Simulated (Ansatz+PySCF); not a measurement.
**singlet HF: levels of theory in one basis**

```yaml
atoms:
  - { symbol: H, position_ang: [0.0000, 0.0000, -2.4846] }
  - { symbol: F, position_ang: [0.0000, 0.0000, 0.2761] }
```

Basis set: cc-pVDZ (spherical functions). Frozen core: 1 orbital. Charge 0, multiplicity 1.

Computed with Ansatz (development build ahead of 0.2.0); each method stands on the lowest determinant of its kind that the runs found. NEVPT2 correlates all electrons. Active spaces start from the frontier orbitals, and the lowest solution found is given.

| method | E − E(RHF) (eV) | <S²> of the determinant |
| --- | --- | --- |
| RHF | 0.00 | 0.00 |
| UHF | -5.84 | 1.00 |
| RHF-MP2 | -8.65 | – |
| UHF-MP2 | -9.67 | 1.00 |
| RHF-CCSD | -9.44 | – |
| RHF-CCSD(T) | -10.56 | – |
| UHF-CCSD(T) | -9.99 | 1.00 |
| RHF-CCSDT(Q) | -10.04 | – |
| UHF-CCSDT(Q) | -10.03 | 1.00 |
| full CI (lowest root of this spin) | -10.03 | – |
| CASSCF(8,5) | -5.78 | – |
| CASSCF(2,2) | -5.77 | – |
| SC-NEVPT2(8,5) | -9.32 | – |

Problem. What does SC-NEVPT2(2,2) give on the same scale?

Solution. -9.77 eV. NEVPT2 here correlates all electrons, so it doesn't share the others' frozen core.

At such a shape the full CI root can have another spatial symmetry than the determinants, so the rows needn't describe one state.

Problem. Is a single determinant a sound starting point here?

Solution. It is doubtful. Unrestricted orbitals lower Hartree–Fock by 5.84 eV and <S²> is 1.00 where a pure state has 0.00, a sign of strong static correlation. The CASSCF(8,5) natural occupations are 2.00, 2.00, 2.00, 1.15, 0.85. The CASSCF(2,2) natural occupations are 1.15, 0.85.

Caution for RHF, RHF-MP2, RHF-CCSD, RHF-CCSD(T), RHF-CCSDT(Q): an unrestricted determinant lies well below. Caution for UHF, UHF-MP2, UHF-CCSD(T), UHF-CCSDT(Q): the unrestricted determinant is a mixture of spin states. Caution for RHF-MP2, RHF-CCSD, RHF-CCSDT(Q): large amplitudes, a single reference is doubtful. Caution for UHF-MP2, UHF-CCSD(T), UHF-CCSDT(Q): bonds are stretched, where a single reference can fail; a plain start can end on a higher determinant. Caution for RHF-CCSD(T): very large amplitudes, the method is breaking down; the program doubts this total. Caution for RHF-CCSDT(Q), UHF-CCSDT(Q): the amplitudes may be one of several solutions.
